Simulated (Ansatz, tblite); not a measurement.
Removing an electron: [SiH5]- (SiH₅⁻). Total charge -1; singlet. Geometry: PBE0-D4/def2-TZVPD. Ansatz, gas phase; energy differences of separate SCF runs; the oxidised species was run as a doublet alone.

```xyz
6

Si    0.000    0.000    0.000
H     1.204   -0.828   -0.706
H    -1.204    0.828    0.706
H    -0.173   -1.126    1.025
H    -0.791   -0.031   -1.312
H     0.963    1.157    0.287
```

The xTB rows come from tblite. Correlated methods freeze 5 core orbitals.

```tsv
level	−HOMO (eV)	vertical IE (eV)	−LUMO (eV)	HOMO–LUMO gap (eV)	remarks
GFN2-xTB	3.64	6.71	-2.32	5.96	–
HF/def2-TZVPPD	–	1.69	–	–	–
PBE-D4/def2-TZVPD	-1.14	1.89	-3.91	2.76	HOMO above zero (-1 singlet)
r2SCAN-D4/def2-TZVPD	-0.96	1.85	-4.55	3.59	HOMO above zero (-1 singlet)
PBE0-D4/def2-TZVPD	-0.11	2.03	-4.46	4.36	HOMO above zero (-1 singlet)
MP2/def2-TZVPPD	–	2.26	–	–	–
CCSD/def2-TZVPPD	–	2.26	–	–	–
CCSD(T)/def2-TZVPPD	–	2.24	–	–	–
```

Relaxing the oxidised species (PBE0-D4/def2-TZVPD) changes its energy by -0.04 eV at PBE0-D4/def2-TZVPD, so the adiabatic ionisation energy to this nearest minimum is 1.99 eV. At PBE-D4/def2-TZVPD it is 1.87 eV.    A HOMO above zero means that the electron is unbound at that level or that self-interaction error raises the level; the energy of removing that electron tells which. Raw xTB energy differences between charge states are shifted by several eV; the methods need an empirical correction for them.
